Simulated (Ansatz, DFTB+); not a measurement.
# Strength of the O–C bond: C3H5O2 → C2H3O + H2CO

Gas-phase species: C3H5O2 `[CH2]OC(C)=O`, doublet; C2H3O (acetyl radical) `C[C]=O`, doublet; H2CO (formaldehyde) `C=O`, singlet. The bond broken is the one whose loss leaves C2H3O `C[C]=O`, relaxed to its own shape; its unpaired electron may spread away from that site.

Shapes, held fixed at every level: PBE0-D4/def2-TZVP. Flexible molecules stand in one conformer, not always the lowest. Programs: Ansatz 0.2.0, DFTB+ 25.1. The zero-point and thermal change to 298 K, harmonic and unscaled (PBE0-D4/def2-TZVP), is -9.2 kJ/mol.

```json
{"level": "DFTB2-D4", "kind": "semi-empirical", "ΔH(298 K) (kJ/mol)": "+49.8", "less CCSD(T)/CBS estimate": "-42.3"}
{"level": "B3LYP-D4/def2-TZVPP", "kind": "global hybrid", "ΔH(298 K) (kJ/mol)": "+92.3", "less CCSD(T)/CBS estimate": "+0.2"}
{"level": "BHLYP-D4/def2-TZVPP", "kind": "global hybrid", "ΔH(298 K) (kJ/mol)": "+105.6", "less CCSD(T)/CBS estimate": "+13.5"}
{"level": "r2SCAN0-D4/def2-TZVPP", "kind": "global hybrid", "ΔH(298 K) (kJ/mol)": "+125.5", "less CCSD(T)/CBS estimate": "+33.4"}
{"level": "wB97X-V/def2-TZVPP", "kind": "range-separated hybrid", "ΔH(298 K) (kJ/mol)": "+102.6", "less CCSD(T)/CBS estimate": "+10.5"}
{"level": "B2PLYP/def2-TZVPP", "kind": "double hybrid", "ΔH(298 K) (kJ/mol)": "+83.5", "less CCSD(T)/CBS estimate": "-8.6"}
{"level": "CCSD(T)/def2-SVP", "kind": "coupled cluster or CI", "ΔH(298 K) (kJ/mol)": "+84.8", "less CCSD(T)/CBS estimate": "-7.3"}
{"level": "CCSD/def2-SVP", "kind": "coupled cluster or CI", "ΔH(298 K) (kJ/mol)": "+86.5", "less CCSD(T)/CBS estimate": "-5.6"}
{"level": "CCSD(T)/CBS estimate", "kind": "coupled cluster or CI", "ΔH(298 K) (kJ/mol)": "+92.1", "less CCSD(T)/CBS estimate": "0.0"}
```

The highest level, CCSD(T)/CBS estimate, gives ΔH(298 K) = +92.1 kJ/mol; the levels span +49.8 to +125.5. A fragment pairs its electrons up again, so this isn't a typical strength of such a bond. The column of differences is taken from that level and isn't an error. No measured value is set beside it here. Open shells run unrestricted. The CBS estimate extrapolates MP2 from def2-TZVPP and def2-QZVPP and adds CCSD(T) − MP2 in the triple-zeta set, cores frozen.
